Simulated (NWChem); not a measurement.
hydrogen sulfide (H2S); SMILES S

```xyz
3

S      0.0000     0.0000     0.1231
H      0.9740     0.0000    -0.8272
H     -0.9740     0.0000    -0.8272
```
Atoms are numbered in this order, from 1.

Geometry: optimised at PBE-D3(BJ)/def2-SVP. B3LYP is NWChem's, with the RPA form of VWN correlation.

 Unshifted, non-relativistic core excitations; the lowest 4 roots alone, so stronger bands may lie above.

### Question
List the first S K-edge excitations from B3LYP/6-311G** (spherical d), restricted-window TDA (NWChem).

### Answer
```csv
state,energy (eV),dipole oscillator strength,leading excitation (squared amplitude)
S1,2415.9,0.0043,1s of atom 1 or its equivalents → LUMO (0.99)
S2,2416.4,0.0023,1s of atom 1 or its equivalents → LUMO+1 (0.99)
S3,2420.3,0.0024,1s of atom 1 or its equivalents → LUMO+2 (0.99)
S4,2420.7,0.0026,1s of atom 1 or its equivalents → LUMO+3 (0.99)
```
